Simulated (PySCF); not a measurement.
Gas-phase reaction: AlCl₂ + H₂ ⇌ AlH₂Cl + Cl

Computed with PySCF and rigid-rotor harmonic-oscillator thermochemistry at 1 bar. † marks an energy on the PBE0/def2-TZVP geometry and frequencies; other levels use their own. CCSD(T) freezes the core. 6-31G* has spherical d functions here. Open shells (unrestricted): AlCl₂ (multiplicity 2), Cl (multiplicity 2, electronic degeneracy 6); the rest are closed-shell singlets. Spin-orbit splitting is ignored; it lowers the true energy and changes the entropy of Cl. AlH₂Cl: computed as isolated molecules; such fragments, hydroxides, amides, oligomers or adducts are transient or little studied in the gas. CCSD(T) isn't extrapolated to the basis-set limit; its ΔH°(298 K) is 192.9 kJ in def2-SVP and 216.8 kJ in def2-TZVPP. The harmonic model lacks anharmonicity and excited electronic states, which grow with temperature; levels with a mode under 35 cm⁻¹ are left out.

```tsv
level	ΔE electronic, kJ	ΔH°(298 K), kJ	ΔS°(298 K), J/K	ΔG°(1000 K), kJ
BLYP/def2-TZVP†	226	226	1	227
CCSD(T)/def2-TZVPP†	216	217	1	217
HF/6-31G*	159	161	2	161
HF/def2-TZVP†	173	174	1	174
M06-2X/def2-TZVP†	250	251	1	252
PBE/def2-SVP	235	236	0	237
PBE/def2-TZVP†	246	247	1	248
PBE0/def2-QZVP†	235	236	1	236
PBE0/def2-TZVP	235	236	1	236
ωB97X-V/def2-TZVP†	216	217	1	217
```
ΔH° is lowest at HF/6-31G* and highest at M06-2X/def2-TZVP†. No reference value is set beside these.
